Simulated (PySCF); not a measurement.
Saddle point of CH₅ClSi, closed shell (CH₅ClSi ([CH3][SiH2][Cl]) → SiHCl ([SiH][Cl]) + CH₄; bonds formed: C2–H3; bonds broken: Si1–C2, Si1–H3), PBE0-D4/def2-TZVP structure:

| atom | x (Å) | y (Å) | z (Å) |
| --- | --- | --- | --- |
| Si1 | -0.7370 | 1.1352 | -0.1095 |
| C2 | 0.3982 | -0.7613 | -0.2070 |
| H3 | 0.0599 | 0.4244 | -1.1683 |
| H4 | -1.7981 | 0.3351 | 0.5447 |
| Cl5 | 0.4105 | 2.0231 | 1.3701 |
| H6 | 1.3498 | -0.7800 | -0.7386 |
| H7 | -0.2652 | -1.5498 | -0.5559 |
| H8 | 0.5818 | -0.8266 | 0.8646 |

Energies are electronic, without zero-point energy. Barriers and step energies count from the start structure reached by relaxing down the imaginary mode; all methods use the PBE0-D4 structures, on which another method's saddle can fall below an end. Computed with PySCF 2.14 with density fitting (its default auxiliary sets; JK sets also for MP2 and CCSD(T)) (basis: def2-TZVPP, with def2-QZVPP for the basis limit); correlated methods freeze the cores. B3LYP uses VWN-RPA correlation. Extrapolation: Hartree–Fock as exp(−7.88 √X), correlation as X^−2.97.

```
   method  barrier (eV)  step energy (eV)
    SPW92         2.825             2.010
   PBE-D4             ?             1.836
r2SCAN-D4         3.150             2.081
  PBE0-D4         3.214             2.006
 B3LYP-D4         3.235             1.836
 BHLYP-D4         3.601             2.003
  wB97M-V         3.361             1.896
       HF             ?             2.038
      MP2             ?             2.099
     CCSD         3.492             1.947
  CCSD(T)         3.345             1.934
```

(1) Fill in the withheld barriers. (An estimate is asked for; the value comes from the calculation.)

The T1 diagnostic stays at or below 0.013. The restricted Hartree–Fock reference is unstable towards an unrestricted one at one or more of these structures.

## Answers

(1) The calculation gives: HF 4.149; MP2 3.406; PBE-D4 2.907 eV. Each is the energy of the saddle less that of the start structure, by the same method.

For comparison, the barrier by CCSD(T) at an estimated basis limit (MP2 extrapolated from triple and quadruple zeta, plus CCSD(T) − MP2 in triple zeta) is 3.321 eV.

Losses and insertions of silylenes and their heavier kin drive the gas-phase chemistry of silicon and germanium vapour deposition.

Labels in which every atom is bracketed show which atoms are joined, not bond orders.

For scale, one of the runs: CCSD(T)/def2-TZVPP, 185 basis functions, launched by `OMP_NUM_THREADS=4 python run.py`. The run took 3.5 min on 4 CPU threads of an Arm Neoverse V1 (shared host), with 1.7 GiB of host memory at its peak.
